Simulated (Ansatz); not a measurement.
# CAM-B3LYP/aug-cc-pVTZ run of [SiH3]+ (SMILES [SiH3+])

Aim: the vertical ionisation energy of [SiH3]+ at CAM-B3LYP/aug-cc-pVTZ, from 2 runs. 

The calculation is run with Ansatz 0.2.0.

1 further run of the same task is left out (it didn't finish).

## 1. The molecule

[SiH3]+ has 4 atoms, charge +1, and is taken as a singlet. As SMILES, `[SiH3+]`. Geometry: relaxed at PBE0-D4/def2-TZVP.

Bond lengths: Si1–H2 1.472 Å, Si1–H3 1.472 Å, Si1–H4 1.472 Å. Angles: H2–Si1–H3 120.0°, H2–Si1–H4 120.0°, H3–Si1–H4 120.0°.

## 2. A single-point energy at CAM-B3LYP/aug-cc-pVTZ

run.yaml reads:

```yaml
crystal:
  periodic: [false, false, false]
  atoms:
    - symbol: Si
      position_ang: [-0.000000, -0.000000, 0.000000]
    - symbol: H
      position_ang: [0.686900, 0.675400, 1.113000]
    - symbol: H
      position_ang: [-0.118400, -1.467200, -0.009900]
    - symbol: H
      position_ang: [-0.568500, 0.791700, -1.103100]
basis:
  gaussian: {orbitals: aug-cc-pVTZ}
total_charge: 1
hamiltonian: {xc: {name: CAM-B3LYP}}
accuracy: high
output: {orbitals: {seedname: orbitals}}
```

Started as:

```console
$ ansatz run run.yaml --threads 1 --pin off --max-ram 3480MiB --events-out events.jsonl --progress --plain --runs-dir runs
```

The log of the run:

```text
Warning: RAYON_NUM_THREADS=1 ignored (pool sized by the plan → 1); use --threads N
Functional definition: CAM-B3LYP
  name "CAM-B3LYP"
  parameter alpha = 0.19
  parameter beta = 0.46
  parameter omega = 0.33/bohr
  parameter ac = 0.81
  exchange = (1 - alpha - beta)*b88_x + beta*b88_x_sr(omega) + alpha*exact_x + beta*exact_x_lr(omega)
  correlation = (1 - ac)*vwn5_c + ac*lyp_c
1784 factors; integrals over basis functions are off by at most 3.7e-9 eV
477 factors; integrals over basis functions are off by at most 2.6e-9 eV
mean field evaluation 1: about -7916.7397 eV, gradient 8.6e0 eV
mean field evaluation 2: about -7916.9357 eV, gradient 1.6e0 eV
mean field evaluation 4: about -7916.9396 eV, gradient 5.6e-1 eV
mean field evaluation 8: about -7916.9409 eV, gradient 5.0e-3 eV
mean field evaluation 16: about -7916.9409 eV, gradient 2.5e-9 eV
mean field -7916.94092983 eV, -290.9422128758 hartree, gradient 2.7e-9 eV, S^2 0.000000; 0 other end points of the search recorded, 0 dependent functions left out
reference -7916.94094633 eV, -290.9422134824 hartree; 8, 8 occupied and 111, 111 virtual orbitals, 1784 factors
Total energy: -7916.94094633 eV, -290.9422134824 hartree
```

It took 6 s on 1 thread of Arm Neoverse V1, shared host; peak memory 0.32 GiB.

## 3. Doublet [SiH3]2+, same level

run.yaml reads:

```yaml
crystal:
  periodic: [false, false, false]
  atoms:
    - {symbol: Si, position_ang: [-0.000000, -0.000000, 0.000000]}
    - {symbol: H, position_ang: [0.686900, 0.675400, 1.113000]}
    - {symbol: H, position_ang: [-0.118400, -1.467200, -0.009900]}
    - {symbol: H, position_ang: [-0.568500, 0.791700, -1.103100]}
basis:
  gaussian:
    orbitals: aug-cc-pVTZ
total_charge: 2
magnetization:
  spin_polarized: true
  initial_magnetization: 1
hamiltonian:
  xc: {name: CAM-B3LYP}
accuracy: high
output: {orbitals: {seedname: orbitals}}
```

Started as:

```console
$ ansatz run run.yaml --threads 1 --pin off --max-ram 3480MiB --events-out events.jsonl --progress --plain --runs-dir runs
```

The log of the run:

```text
Warning: RAYON_NUM_THREADS=1 ignored (pool sized by the plan → 1); use --threads N
[... 8 set-up lines as earlier in the session ...]
1784 factors; integrals over basis functions are off by at most 3.7e-9 eV
477 factors; integrals over basis functions are off by at most 2.6e-9 eV
mean field evaluation 1: about -7895.6723 eV, gradient 8.1e0 eV
mean field evaluation 2: about -7896.0878 eV, gradient 2.9e0 eV
mean field evaluation 4: about -7896.1328 eV, gradient 6.0e-1 eV
mean field evaluation 8: about -7896.1395 eV, gradient 3.7e-2 eV
mean field evaluation 16: about -7896.1395 eV, gradient 1.3e-3 eV
mean field evaluation 32: about -7896.1373 eV, gradient 2.2e-1 eV
mean field -7896.13951170 eV, -290.1777748593 hartree, gradient 1.9e-8 eV, S^2 0.760897; 2 other end points of the search recorded, 0 dependent functions left out
reference -7896.13952692 eV, -290.1777754188 hartree; 8, 7 occupied and 111, 112 virtual orbitals, 1784 factors
Total energy: -7896.13952692 eV, -290.1777754188 hartree
```

It took 34 s on 1 thread of Arm Neoverse V1, shared host; peak memory 0.41 GiB.

## 4. Results

At CAM-B3LYP/aug-cc-pVTZ:

```
                                            quantity          value
                       singlet [SiH3]+: total energy  -290.94221 Eh
                        singlet [SiH3]+: HOMO energy      -19.14 eV
                        singlet [SiH3]+: LUMO energy       -9.13 eV
                      singlet [SiH3]+: HOMO–LUMO gap       10.01 eV
                      doublet [SiH3]2+: total energy  -290.17778 Eh
doublet [SiH3]2+: HOMO energy (highest over α and β)      -26.80 eV
 doublet [SiH3]2+: LUMO energy (lowest over α and β)      -22.43 eV
                              doublet [SiH3]2+: ⟨S²⟩          0.761
vertical ionisation energy (to the doublet dication)      20.801 eV
```

Removing an electron at fixed nuclei costs 20.80 eV (480 kcal/mol). −ε(HOMO) before ionisation, 19.14 eV, is 1.66 eV below this ionisation energy.
